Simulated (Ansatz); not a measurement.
**Setting up PF3 (phosphorus trifluoride) in Ansatz**

The species is PF3 (4 atoms), meant as a singlet with charge 0. SMILES: `FP(F)F`. The shape is that of a PBE0-D4/def2-TZVP optimisation.

```xyz
4

F     0.8344   -0.6632    0.8745
P    -0.2975    0.3146    0.3923
F    -1.0619   -0.6965   -0.5369
F     0.5250    1.0452   -0.7300
```

Settings wanted:

```
basis set            : 6-311+G**
task                 : energy
method               : CCSD(T)
reference            : RHF
accuracy             : high
frozen core orbitals : 8
d and f functions    : spherical
```

Question: Give an Ansatz 0.2.0 job that does this.

Answer: This one ran through:

in.yaml:
```yaml
crystal:
  periodic: [false, false, false]
  atoms:
    - {symbol: F, position_ang: [0.834400, -0.663200, 0.874500]}
    - {symbol: P, position_ang: [-0.297500, 0.314600, 0.392300]}
    - {symbol: F, position_ang: [-1.061900, -0.696500, -0.536900]}
    - {symbol: F, position_ang: [0.525000, 1.045200, -0.730000]}
basis:
  gaussian:
    orbitals: 6-311+G_st__st_-spherical.json
correlation:
  method: ccsd_t
  frozen_orbitals: {F: 1, P: 5}
accuracy: high
scf:
  omitted_lower_state_checks: [cluster_reference, increment]
```

```bash
$ ansatz run in.yaml --threads 1 --pin off --max-ram 3480MiB --events-out events.jsonl --progress --plain --runs-dir runs
```

(Basis files named in the input come from the Basis Set Exchange and aren't shown.)

Calculated total energy: -639.98787 Eh.
